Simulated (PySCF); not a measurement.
H₃P, SMILES P, singlet at its PBE0/def2-SVP optimised geometry (Å):

```
4

P     -0.6774    -0.7135     0.0000
H     -0.7515    -0.7915    -1.4248
H     -0.7515     0.7135     0.0000
H      0.7515    -0.7135     0.0000
```

Calculation: PBE0/def2-TZVP (PySCF).

Map of the Laplacian of the electron density (e/bohr⁵) on the plane z = 0.6 Å:

```
|...............................|
|...............................|
|...............................|
|...............................|
|...............................|
|...............................|
|...............................|
|...............................|
|...............................|
|...............................|
|.........:::::.................|
|.........::::::................|
|........:::::::................|
|........::::::::...............|
|........:::..::::..............|
|........:.....:::::............|
|..............::::::...........|
|...........-=:..:::::..........|
|......... :%@+...:::::.........|
|......... .#@=...:::::.........|
|.........  :-....::::..........|
|.........     ..:::::..........|
|...........  ...:::............|
|...............................|
|...............................|
|...............................|
|...............................|
|...............................|
|...............................|
|...............................|
|...............................|
```
Scale: ten equal steps from -0.221 (start of ' ') to 1.10 (end of '@'), in the order ' .:-=+*#%@'; x runs from -3.00 to 3.00, y from -3.00 (bottom) to 3.00 (top).
